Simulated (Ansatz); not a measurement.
# SiPH₅: vertical ionisation energy

Aim: the vertical ionisation energy of SiPH₅, as cation minus neutral at the neutral's geometry, on several levels, and how well −ε(HOMO) stands in for it.

Method: unrestricted cation, the program's frozen cores in correlated methods; program: Ansatz 0.2.0, Gaussian basis.

Plan: UKS PBE-D4/def2-TZVPP; UKS r2SCAN-D4/def2-TZVPP; UKS PBE0-D4/def2-TZVPP; UKS B3LYP-D4/def2-TZVPP; UKS wB97X-V/def2-TZVPP; UKS wB97M-V/def2-TZVPP; UKS B2PLYP/def2-TZVPP; UHF-CCSD(T)/def2-TZVPP; UHF-CCSD(T)/def2-QZVPP; extrapolation to the limit; then −ε(HOMO) from the neutral's earlier runs with LDA (SPW92), PBE-D4, revPBE-D4, BLYP-D4, r2SCAN-D4, B97M-V, PBE0-D4, B3LYP-D4, r2SCANh-D4, r2SCAN0-D4, HSE06-D4, BHLYP-D4, CAM-B3LYP-D4, LC-ωPBE, ωB97X-V, ωB97M-V.

## 1. Structure used throughout

The geometry comes from an earlier relaxation with PBE0-D4 in a triple-zeta def2 set; it is a stationary point, not always the lowest conformer.

SMILES `[SiH3]P`, 7 atoms, charge 0, spin multiplicity 1.

Atoms are counted from 1 here; the program's logs count them from 0.

Bond lengths: Si1–P2 2.255 Å, Si1–H3 1.486 Å, Si1–H4 1.486 Å, Si1–H5 1.487 Å, P2–H6 1.421 Å, P2–H7 1.421 Å. Angles: P2–Si1–H3 108.0°, P2–Si1–H4 108.0°, P2–Si1–H5 113.9°, H3–Si1–H4 108.9°, H3–Si1–H5 108.9°, H4–Si1–H5 108.9°, Si1–P2–H6 93.8°, Si1–P2–H7 93.8°, H6–P2–H7 93.5°.

Coordinates:

```xyz
7
H5PSi
Si   -0.6274   -0.3569   -0.3868
P     1.0878   -0.0119    1.0359
H    -1.8475   -0.6191    0.4202
H    -0.3165   -1.5633   -1.1970
H    -0.8902    0.7846   -1.3021
H     0.6413    1.2848    1.4077
H     1.9524    0.4818    0.0221
```

## 2. Cation, UKS PBE-D4/def2-TZVPP

File in.yaml:

```yaml
crystal:
  periodic: [false, false, false]
  atoms:
    - {symbol: Si, position_ang: [-0.627404, -0.356877, -0.386771]}
    - {symbol: P, position_ang: [1.087808, -0.011900, 1.035901]}
    - {symbol: H, position_ang: [-1.847481, -0.619121, 0.420186]}
    - {symbol: H, position_ang: [-0.316451, -1.563284, -1.196972]}
    - {symbol: H, position_ang: [-0.890214, 0.784604, -1.302121]}
    - {symbol: H, position_ang: [0.641340, 1.284815, 1.407651]}
    - {symbol: H, position_ang: [1.952392, 0.481765, 0.022116]}
basis:
  gaussian: {orbitals: def2-TZVPP}
total_charge: 1
magnetization: {spin_polarized: true, initial_magnetization: 1}
hamiltonian: {xc: pbe, dispersion: d4}
```

Run with:

```bash
ansatz run in.yaml --threads 2 --pin off --events-out ev --progress --plain --max-ram 32768MiB --backend cpu
```

The runs that follow: Cation, UKS r2SCAN-D4/def2-TZVPP; Cation, UKS PBE0-D4/def2-TZVPP; Cation, UKS B3LYP-D4/def2-TZVPP; Cation, UKS wB97X-V/def2-TZVPP; Cation, UKS wB97M-V/def2-TZVPP; Cation, UKS B2PLYP (frozen core)/def2-TZVPP; Cation, UHF-CCSD(T)/def2-TZVPP; Cation, UHF-CCSD(T)/def2-QZVPP.

**Question.** What will the summary of the whole plan be? Wanted: ionisation energy, CCSD(T)/CBS; nearest functional by difference; nearest −ε(HOMO); −ε(HOMO) of PBE; T1 of the cation.

**Answer**, as computed:

| quantity | value |
| --- | --- |
| ionisation energy, CCSD(T)/CBS | 10.00 eV |
| nearest functional by difference | ωB97M-V (-0.09 eV) |
| nearest −ε(HOMO) | ωB97X-V (-0.09 eV) |
| −ε(HOMO) of PBE | 6.53 eV |
| T1 of the cation | 0.018 |

What this shows: Energy differences with functionals land within 0.23 eV of the reference. −ε(HOMO) of PBE misses by 3.5 eV, since self-interaction lifts the level. Among orbital estimates ωB97X-V comes nearest. Hartree-Fock falls 1.15 eV short, as the neutral has more correlation energy than the cation. The cation may have settled in a state other than its lowest; no search over hole states beyond the program's own was made.
